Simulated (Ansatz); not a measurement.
`CC1=NC1` + H₂O → `OC1=NC1` + CH₄ at 500 K and 1 bar (formal hydrolysis of a C–C bond).

Program: Ansatz. Geometries: PBE0-D4/def2-TZVP. ΔE: electronic, gas phase. CBS: MP2 limit from def2 TZ/QZ plus the TZ coupled-cluster correction, frozen cores. This one scheme is used for every species. Each species was taken in one conformer, which may not be the lowest.

```
  species  CCSD(T)/CBS energy (Eh)  H − E (kJ/mol)  S (J/(mol·K))
`CC1=NC1`               -171.79280           225.2          325.0
      H₂O                -76.37941            73.2          206.3
`OC1=NC1`               -207.69976           161.8          306.2
      CH₄                -40.46206           135.6          206.8
```

H − E and S are ideal-gas, rigid-rotor, harmonic terms from PBE0-D4/def2-TZVP, for one conformer and one mirror image of each species. 1 Eh = 2625.50 kJ/mol, R = 8.31446 J/(mol·K).

Task: By hand: ΔE, ΔH, ΔS and ΔG.

Result: ΔE = (-207.69976) + (-40.46206) − (-171.79280) − (-76.37941) = 0.01039 Eh = 27.3 kJ/mol. Δ(H − E) = 161.8 + 135.6 − 225.2 − 73.2 = -1.0, so ΔH = 26.3 kJ/mol. ΔS = 306.2 + 206.8 − 325.0 − 206.3 = -18.3 J/(mol·K). ΔG = 26.3 − 500 × (-18.3)/1000 = 35.5 kJ/mol.

Task: By hand: the equilibrium constant, and the temperature at which ΔG would vanish if ΔH and ΔS stayed fixed.

Result: log₁₀ K = −ΔG/(RT ln 10) = -3.7. ΔH and −TΔS have one sign here, so there is no such temperature.

TΔS isn't small against ΔH here. A doubt of 5 kJ/mol in ΔE shifts log₁₀ K by 0.5 here. Other conformers and mirror images would add mixing entropy, several J/(mol·K) or more a flexible species. These are equilibria of isolated gas molecules and say nothing of rates. Largest T1 diagnostic: 0.013 (customary marks: 0.02 for closed shells, 0.045 for open ones).
